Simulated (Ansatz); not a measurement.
# BH3NSi radical (SMILES B1[N][SiH2]1): single points off equilibrium

The task here is to estimate one member of a computed series from the others.

Program: Ansatz 0.2.0, Gaussian basis. Level of theory: single points in def2-TZVPP. These are calculated values, not measurements.

Cores are frozen in the correlated methods. Orbitals are unrestricted.

**The system as given**

SMILES `B1[N][SiH2]1`, 6 atoms, charge 0, spin multiplicity 2.

Atoms are counted from 1 here; the program's logs count them from 0.

Bond lengths: B1–N2 1.260 Å, B1–Si3 2.000 Å, B1–H4 1.236 Å, N2–Si3 1.631 Å, Si3–H5 1.541 Å, Si3–H6 1.497 Å. Angles: N2–B1–Si3 54.5°, N2–B1–H4 151.8°, Si3–B1–H4 150.2°, B1–N2–Si3 86.5°, B1–Si3–N2 39.0°, B1–Si3–H5 123.6°, B1–Si3–H6 123.4°, N2–Si3–H5 123.4°, N2–Si3–H6 118.6°, H5–Si3–H6 110.7°.

Geometry (Å):

```xyz
6
BH3NSi
B    -0.60950   -0.97160   -0.37350
N     0.63500   -0.91050   -0.18300
Si    0.39590    0.65090    0.22500
H    -1.66750   -1.60380   -0.46530
H     0.74080    1.83170   -0.70340
H     0.54050    1.04740    1.66150
```

The first run:

Contents of run/in.yaml:

```yaml
crystal:
  periodic: [false, false, false]
  atoms:
    - {symbol: B, position_ang: [-0.609500, -0.971600, -0.373500]}
    - {symbol: N, position_ang: [0.635000, -0.910500, -0.183000]}
    - {symbol: Si, position_ang: [0.395900, 0.650900, 0.225000]}
    - {symbol: H, position_ang: [-1.667500, -1.603800, -0.465300]}
    - {symbol: H, position_ang: [0.740800, 1.831700, -0.703400]}
    - {symbol: H, position_ang: [0.540500, 1.047400, 1.661500]}
basis:
  gaussian: {orbitals: def2-TZVPP}
magnetization: {spin_polarized: true, initial_magnetization: 1}
correlation: {method: ccsd_t}
scf: {omitted_lower_state_checks: [cluster_reference]}
output: {forces: true}
```

The command line of these runs was not kept.

Steps of the session up to this table: CCSD(T)/def2-TZVPP; PBE0-D4/def2-TZVPP; wB97M-V/def2-TZVPP; r2SCAN-D4/def2-TZVPP; PBE-D4/def2-TZVPP; BLYP-D4/def2-TZVPP; HSE06-D4/def2-TZVPP.

One of the session's tables, all rows but one given; the rest of the session is left out.

```
   method  RMS force component (eV/Å)  angle to CCSD(T) forces (°)  dipole (D)
  CCSD(T)                       2.149                    reference        1.06
  PBE0-D4                       1.877                          1.4        1.11
  wB97M-V                       1.910                          3.5        1.16
r2SCAN-D4                       1.936                          1.2        1.04
   PBE-D4                           ?                            ?           ?
  BLYP-D4                       2.064                          2.3        1.03
 HSE06-D4                       1.883                          1.3        1.10
```

Estimate the missing values for PBE-D4.

**Answer.** RMS force component (eV/Å): 2.052; angle to CCSD(T) forces (°): 3.5; dipole (D): 1.00. In the column «RMS force component (eV/Å)» it lies between r2SCAN-D4 (1.936) and BLYP-D4 (2.064).
